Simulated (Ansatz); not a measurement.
`CCCCC=O` → `CC(=O)C(C)C`  (isomerisation)

Gas-phase electronic energies from Ansatz, PBE0-D4/def2-TZVP geometries. CCSD(T)/CBS is the MP2 limit (def2-TZVPP, def2-QZVPP) plus CCSD(T) − MP2 in def2-TZVPP, frozen cores. DFT in def2-TZVPP. One conformer a species, not always the lowest.

`CCCCC=O`:

```xyz
16

C     1.865    0.555    0.144
C     0.755    0.409   -0.884
C    -0.171   -0.776   -0.635
C    -0.977   -0.688    0.649
C    -2.064    0.344    0.651
O    -2.387    1.012   -0.293
H     2.468   -0.356    0.209
H     2.536    1.377   -0.116
H     1.477    0.766    1.144
H     0.162    1.327   -0.929
H     1.202    0.289   -1.876
H     0.421   -1.697   -0.613
H    -0.867   -0.868   -1.473
H    -1.475   -1.642    0.872
H    -0.346   -0.503    1.528
H    -2.599    0.450    1.621
```

`CC(=O)C(C)C`:

Z-matrix (Å, degrees):
```
C
C 1 1.507
H 1 1.092 2 111.8
H 1 1.088 2 109.6 3 122.6
H 1 1.094 2 109.3 3 -118.2
O 2 1.207 1 121.2 3 -136.6
C 2 1.519 1 118.0 3 42.5
C 7 1.528 2 109.1 1 -80.1
C 7 1.522 2 113.2 1 44.5
H 7 1.094 2 105.0 1 163.9
H 8 1.093 7 110.1 2 -175.5
H 8 1.092 7 111.3 2 -55.7
H 8 1.094 7 111.4 2 65.3
H 9 1.093 7 111.8 2 55.8
H 9 1.093 7 111.6 2 -65.4
H 9 1.092 7 110.0 2 175.4
```

| level | ΔE (kJ/mol) | difference from CCSD(T)/CBS |
| --- | --- | --- |
| r2SCAN-D4 | -33.7 | -2.5 |
| HF/def2-TZVPP | -27.7 | 3.5 |
| MP2/def2-TZVPP | -32.1 | -0.9 |
| SCS-MP2/def2-TZVPP | -29.9 | 1.3 |
| CCSD(T)/def2-TZVPP | -30.5 | 0.7 |
| HF/def2-QZVPP | -27.9 | 3.3 |
| MP2/def2-QZVPP | -32.6 | -1.4 |
| HF/CBS(def2) | -28.0 | 3.2 |
| MP2/CBS(def2) | -32.8 | -1.6 |
| CCSD/CBS(def2) | -29.9 | 1.3 |
| CCSD(T)/CBS | -31.2 | 0 |

Largest T1 diagnostic among the species: 0.012.
